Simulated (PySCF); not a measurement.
Isomers of C3H4N2, one conformer each; single-point electronic energies without zero-point terms and without any empirical dispersion term.

All values: PBE0/pcSseg-1 (PySCF, non-relativistic), each on one gas-phase PBE0-D3(BJ)/def2-SVP geometry that isn't relaxed in the solvent. The solvent is an IEF-PCM continuum (van der Waals radii × 1.2). The model holds no explicit solvent molecules, cavitation or dispersion.

```csv
isomer,"relative energy, gas (kcal/mol)",dipole (D)
`[H]/N=C(/C)C#N`,0.0,1.90
`C/N=C\C#N`,8.8,2.02
`C/N=C/C#N`,8.9,4.66
```

Task: How do the relative energies look in cyclohexane (ε = 2.017)?

Result: 
| isomer | relative energy, solvent (kcal/mol) | E(solvent) − E(gas) (kcal/mol) | dipole in solvent (D) |
| --- | --- | --- | --- |
| `[H]/N=C(/C)C#N` | 0.0 | -2.8 | 2.10 |
| `C/N=C\C#N` | 9.2 | -2.4 | 2.25 |
| `C/N=C/C#N` | 8.9 | -2.7 | 5.18 |

The lowest stays, but the order above it changes. The gains span 0.4 kcal/mol, the gas-phase energies 8.9 kcal/mol.
